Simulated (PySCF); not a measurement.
## How well do the runs reproduce experiment for oxetane?

**What was measured.**

From NIST CCCBDB Release 22 (SRD 101), experimental dipoles, for the gas: dipole moment (microwave Stark effect) 1.94 D.

The runs below try to reproduce these values; the comparison stands at the end.

Compound: oxetane, C3H6O.
Numbering: `[CH2:1]1[CH2:2][O:3][CH2:4]1` (hydrogens: H5, H6 on C1; H7, H8 on C2; H9, H10 on C4)

Geometry (PBE0-D3(BJ)/def2-TZVP, Å), atoms numbered from 1 in this order:
```
atom  x, y, z in Å
C1    -0.381    0.125   -0.683
C2     0.572   -0.921   -0.097
O3     0.678   -0.201    1.139
C4    -0.226    0.811    0.677
H5     0.009    0.685   -1.532
H6    -1.383   -0.232   -0.916
H7     0.146   -1.919    0.050
H8     1.541   -1.017   -0.595
H9     0.244    1.800    0.663
H10   -1.132    0.857    1.290
```

Runs made with PySCF (gas phase, on this PBE0-D3(BJ)/def2-TZVP geometry; no spin–orbit coupling):

```tsv
level	job	basis functions	wall time
PBE0-D3(BJ)/def2-TZVP, grid level 2	geometry optimisation from a GFN2-xTB start shaken at random	160	43 s
B97-2/pcSseg-2	shieldings, ring-centre shieldings	228	12 s
KT3/pcSseg-2	shieldings, ring-centre shieldings	228	19 s
PBE0/pcSseg-2	shieldings, ring-centre shieldings, charges and field gradients	228	13 s
wB97X-D/pcSseg-2	shieldings, ring-centre shieldings	228	15 s
CAM-B3LYP/aug-cc-pVTZ	10 singlets by full TDDFT, 4 Tamm–Dancoff triplets, polarisability	322	28 s
PBE0/aug-cc-pVTZ	10 singlets by full TDDFT, 4 Tamm–Dancoff triplets, polarisability, dynamic polarisability	322	29 s
wB97X-D/aug-cc-pVTZ	10 singlets by full TDDFT, 4 Tamm–Dancoff triplets, polarisability, ΔSCF ions	322	51 s
```

Hardware: Arm Neoverse V2, one thread, shared host.

Results beside the measurements:

**Dipole moment.** Measured: 1.94 D (NIST CCCBDB Release 22 (SRD 101), experimental dipoles).

```json
{"level": "PBE0-D3(BJ)/def2-TZVP", "computed (D)": "1.89", "computed − measured (D)": "-0.05", "% (from the printed values)": "-3"}
{"level": "B97-2/pcSseg-2", "computed (D)": "1.94", "computed − measured (D)": "0.00", "% (from the printed values)": "0"}
{"level": "KT3/pcSseg-2", "computed (D)": "1.82", "computed − measured (D)": "-0.12", "% (from the printed values)": "-6"}
{"level": "PBE0/pcSseg-2", "computed (D)": "1.95", "computed − measured (D)": "+0.01", "% (from the printed values)": "+1"}
{"level": "wB97X-D/pcSseg-2", "computed (D)": "1.99", "computed − measured (D)": "+0.05", "% (from the printed values)": "+3"}
{"level": "CAM-B3LYP/aug-cc-pVTZ", "computed (D)": "2.01", "computed − measured (D)": "+0.07", "% (from the printed values)": "+4"}
{"level": "PBE0/aug-cc-pVTZ", "computed (D)": "1.91", "computed − measured (D)": "-0.03", "% (from the printed values)": "-2"}
{"level": "wB97X-D/aug-cc-pVTZ", "computed (D)": "1.94", "computed − measured (D)": "0.00", "% (from the printed values)": "0"}
```

The computed dipoles belong to one fixed geometry; measured ones are averaged over vibrations unless marked μe. Magnitudes are compared, not signs.

No measured geometry was used, and the causes of the misses weren't examined.
